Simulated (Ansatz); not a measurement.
Reaction (isomerisation): `CC(=O)C=O` → `OC1=CCO1`

Program: Ansatz. Geometries: PBE0-D4/def2-TZVP. ΔE: electronic, gas phase. CBS: MP2 limit from def2 TZ/QZ plus the TZ coupled-cluster correction, frozen cores. DFT in def2-TZVPP. One conformer a species, not always the lowest.

```
   level  ΔE (kJ/mol)
BHLYP-D4        127.4
 r2SCAN0        106.7
```

What does CCSD(T)/CBS give? (Estimate.)

Computed: +119.0 kJ/mol. The listed levels differ from it by 8.4, -12.3 kJ/mol.

Largest T1 diagnostic among the species: 0.015.

From PBE to PBE0 (25 % exact exchange), in def2-TZVPP and without D4, ΔE moves by −6.4 kJ/mol. At CCSD(T), def2-SVP lies +30.2 kJ/mol from the extrapolated value and def2-TZVPP +5.3 kJ/mol. In def2-TZVPP, CCSD(T) changes the Hartree–Fock value by −25.4 kJ/mol (the triples alone add −1.3 kJ/mol) and MP2 by −33.3 kJ/mol.
